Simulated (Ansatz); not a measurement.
We consider cubic perovskite BaTiO3 (cubic high-temperature phase), described by PBE0+SOC (Ansatz, a quantum-chemistry and plane-wave program, plane waves, PAW).

Settings: plane-wave cutoff 460 eV, 6×6×6 k mesh, Fermi–Dirac smearing 0.01 eV, PAW data made under PBE.

The cell has the measured lattice: a = b = c = 4.001 Å, α = β = γ = 90.00°.

### Question
Give the computed band gap and smallest direct gap on the k points sampled.

### Answer

- band gap = 3.93 eV (on the SCF k mesh)
- smallest direct gap on the k points sampled = 3.95 eV

Measured, for comparison: band gap 3.2 eV (temperature not stated, not corrected to a static lattice; as tabulated in Matsushita et al. (2011), arXiv:1104.2769). Computed (rounded) less measured: band gap +0.73 eV.

Note: held by symmetry at 0 K, a high-temperature phase can be a saddle point; cell and atoms aren't relaxed at this level (pressure -3.3 GPa).

The computed numbers hold no vibrational or temperature effects.
